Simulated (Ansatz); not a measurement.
# SiH₄ (singlet): wave-function methods side by side at distance H1–H2 along a hydrogen transfer = 1.394 Å, 6-31G

How much of the correlation energy of SiH₄ (singlet) does each wave-function method recover here?

Computed with Ansatz 0.2.0, Gaussian basis. Level: 6-31G, core rule «outside noble gas», up to 5 orbitals frozen.

To be run: UHF; CCSD(T) on RHF; CCSD(T) on UHF; BCCD(T) on RHF; CISD; CCSDT(Q) on RHF; CCSDT(Q) on UHF; CISDTQ; CCSDTQ on RHF; CCSDTQ on UHF; CASSCF and MRCISD+Q, 2 electrons in 2 orbitals; CASSCF and NEVPT2, 2 electrons in 2 orbitals; CASSCF and MRCISD+Q, 8 electrons in 8 orbitals; CASSCF and NEVPT2, 8 electrons in 8 orbitals; Full CI.

8 further runs of the same task are left out: 6 that didn't finish, 2 set aside as unsound or not needed.

### 1 The system

The geometry derives from fragments relaxed apart (PBE0/def2-TZVP) and kept rigid, so it is no stationary point. A hydrogen atom is moved between rigid fragments.

5 atoms, charge 0, spin multiplicity 1.

Atoms are counted from 1 here; the program's logs count them from 0.

Bond lengths: H2–Si3 1.440 Å, Si3–H4 1.526 Å, Si3–H5 1.526 Å. Angles: H2–Si3–H4 113.7°, H2–Si3–H5 113.7°, H4–Si3–H5 91.2°.

### 2 UHF

The input, in.yaml:

```yaml
crystal:
  periodic: [false, false, false]
  atoms:
    - {symbol: H, position_ang: [-2.738293, 0.054876, 0.000000]}
    - {symbol: H, position_ang: [-1.344293, 0.054876, 0.000000]}
    - {symbol: Si, position_ang: [0.095707, 0.054876, 0.000000]}
    - {symbol: H, position_ang: [0.707888, -0.819409, 1.090012]}
    - {symbol: H, position_ang: [0.707888, -0.819409, -1.090012]}
basis:
  gaussian: {orbitals: 6-31G}
magnetization: {spin_polarized: true, initial_magnetization: 0}
hamiltonian: {xc: hf}
output: {orbitals: {seedname: orbitals}}
```

The run is started by

```sh
ansatz run in.yaml --threads 1 --pin off --events-out ev --progress --plain --max-ram 2393MiB
```

After this run come: CCSD(T) on RHF; CCSD(T) on UHF; BCCD(T) on RHF; CISD; CCSDT(Q) on RHF; CCSDT(Q) on UHF; CISDTQ; CCSDTQ on RHF; CCSDTQ on UHF; CASSCF and MRCISD+Q, 2 electrons in 2 orbitals; CASSCF and NEVPT2, 2 electrons in 2 orbitals; CASSCF and MRCISD+Q, 8 electrons in 8 orbitals; CASSCF and NEVPT2, 8 electrons in 8 orbitals; Full CI.

Before running them: what should the planned runs give, taken together? Wanted: FCI below the RHF energy; RMP2 from FCI; UMP2 from FCI; RCCSD from FCI; RCCSD(T) from FCI; UCCSD(T) from FCI; RCCSDT(Q) from FCI; UCCSDT(Q) from FCI; NEVPT2 pair from FCI.

The runs gave:

```
                         quantity                                                                                                                               value
         FCI below the RHF energy                                                                                                                          -4.1635 eV
                    RMP2 from FCI                                                                                                                         +1694.7 meV
                    UMP2 from FCI                                                                                                                          +702.1 meV
                   RCCSD from FCI                                                                                                                          +183.0 meV
                RCCSD(T) from FCI                                                                                                                           +21.8 meV
                UCCSD(T) from FCI                                                                                                                           +73.5 meV
               RCCSDT(Q) from FCI                                                                                                                            +0.2 meV
               UCCSDT(Q) from FCI                                                                                                                            +0.4 meV
             NEVPT2 pair from FCI                                                                                                                          +584.4 meV
           MRCISD+Q pair from FCI                                                                                                                            -7.5 meV
          NEVPT2 valence from FCI                                                                                                                          +175.5 meV
levels within 1 kcal/mol (43 meV)  RCCSD(T), BCCD(T), RCCSDT, UCCSDT, CISDTQ, RCCSDT(Q), UCCSDT(Q), RCCSDTQ, UCCSDTQ, MRCISD+Q pair, MRCISD valence, MRCISD+Q valence
                    T1 diagnostic                                                                                                                               0.045
   effectively unpaired electrons                                                                                                                                1.29
```

What this shows: RCCSD(T) lands +21.8 meV from the yardstick (0.5 % of the correlation energy). CCSD(T) misses by +21.8 meV on the restricted determinant and by +73.5 meV on the unrestricted one; the two need not hold the same state or core. MRCISD+Q pair falls below full CI: the +Q correction isn't variational, and the cores differ from full CI's. The occupations show strong static correlation (1.3 unpaired electrons where one determinant has 0). Coupled cluster on one determinant still stays close here. Of the multireference levels listed MRCISD+Q pair comes nearest in total energy (-7.5 meV), which doesn't show that its space is the better one. These misses are within one basis, not against nature.
